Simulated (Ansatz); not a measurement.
CH$_{3}$BS, SMILES `BC=S` at its PBE0-D4/def2-TZVP geometry, where that method's forces vanish. Total charge 0; spin multiplicity 1.

| atom | x (Å) | y (Å) | z (Å) |
| --- | --- | --- | --- |
| B1 | -0.247 | 0.499 | 0.457 |
| C2 | 0.144 | -0.753 | -0.323 |
| S3 | 0.879 | 0.230 | -1.381 |
| H4 | 0.450 | 0.863 | 1.359 |
| H5 | -1.315 | 0.998 | 0.257 |
| H6 | 0.090 | -1.836 | -0.369 |

(1) For each bond, give half the difference of the two atoms' forces along it (eV/Å; positive pushes the atoms apart) under PBE-D4, r2SCAN-D4, B3LYP-D4, ωB97M-V in def2-TZVPP. (Best estimate.)

## Answers

(1) Ansatz gave: 
```csv
bond,length (Å),PBE-D4,r2SCAN-D4,B3LYP-D4,ωB97M-V
B1–C2,1.526,-0.12,-0.09,0.13,0.30
B1–S3,2.172,0.21,0.15,0.40,0.13
B1–H4,1.196,0.10,-0.01,-0.13,-0.18
B1–H5,1.196,0.10,-0.01,-0.13,-0.18
C2–S3,1.620,0.57,0.31,0.28,-0.07
C2–H6,1.086,0.04,-0.02,-0.10,-0.15
```

B3LYP here is the variant with VWN-RPA as its local correlation; programs differ in this.
